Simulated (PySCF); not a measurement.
Molecule: `CCC1C[NH2+]C1`, [C₅H₁₂N]+.

Numbering as in the mapped SMILES `[CH3:1][CH2:2][CH:3]1[CH2:4][NH2+:5][CH2:6]1` (H(Xn): hydrogen on atom n). Ha(C4), Ha(N5), Ha(C6) are cis to C2 on the ring; Hb(C4), Hb(N5), Hb(C6) are trans to C2 on the ring.

Geometry PBE0-D3(BJ)/def2-SVP throughout; GIAO in PySCF, gas phase, one conformer, non-relativistic; equivalent atoms averaged; basis pcSseg-1.

(1) How do the absolute shieldings σ depend on the functional? (a selection of nuclei; ppm; last column core-seconds on shared hosts with different chips, so compare them loosely; the GGAs took longer than the global hybrids here, which isn't the general rule, and the cause wasn't traced)

(2) Which nucleus among those listed moves most, in ppm?

## Answers

(1) 
```tsv
functional	kind	C4/C6	C3	C2	C1	N5	Hb(N5)	Hb(C4)/Hb(C6)	H(C3)	H(C2)	core-s
HF	Hartree–Fock	135.4	157.0	164.7	179.4	227.7	27.19	27.35	28.57	30.08	7.2
LDA	LDA	118.1	142.1	147.9	170.9	209.7	26.34	26.39	27.50	29.00	18
PBE	GGA	118.0	141.2	147.2	168.4	204.0	26.70	26.77	27.91	29.38	23
BLYP	GGA	111.9	134.6	141.1	163.0	198.6	26.87	26.93	28.08	29.53	23
BP86	GGA	117.4	140.8	147.1	167.9	203.9	26.80	26.84	27.99	29.46	23
OPBE	GGA	125.8	148.7	154.4	173.3	207.2	26.64	26.83	27.93	29.41	25
KT2	GGA	120.5	143.2	150.4	171.4	206.3	26.64	26.64	27.82	29.34	28
KT3	GGA	120.6	142.7	149.8	169.8	203.1	26.71	26.82	27.97	29.47	26
B97-D	GGA	117.5	140.1	146.6	166.6	201.8	26.88	26.97	28.14	29.58	26
B3LYP	global hybrid	117.4	140.1	147.2	167.3	206.2	26.89	26.97	28.13	29.61	16
PBE0	global hybrid	124.1	147.3	154.0	173.1	212.5	26.77	26.88	28.02	29.52	18
mPW1PW91	global hybrid	123.2	146.4	153.3	172.0	211.3	26.81	26.93	28.08	29.58	16
WP04	global hybrid	108.4	131.9	141.0	158.9	195.0	26.91	27.21	28.34	29.83	14
B97-2	global hybrid	123.6	146.4	153.2	171.7	209.9	26.86	26.98	28.14	29.62	13
BHandHLYP	global hybrid	124.2	146.6	154.4	172.4	215.5	26.93	27.06	28.22	29.74	13
CAM-B3LYP	range-separated hybrid	121.4	144.4	152.1	171.3	212.8	26.85	26.94	28.08	29.60	18
wB97X-D	range-separated hybrid	124.4	147.8	155.0	172.9	213.6	26.92	27.03	28.20	29.68	21
LC-wPBE	range-separated hybrid	129.9	153.8	161.2	177.8	220.6	26.90	27.03	28.15	29.66	26
```

(2) N5 (ammonium nitrogen): from 195.0 ppm with WP04 to 227.7 ppm with HF. The smallest spread is 0.85 ppm, at Hb(N5). Proton shifts span only some 12 ppm, so a few tenths of a ppm matter as much there as several ppm in carbon.
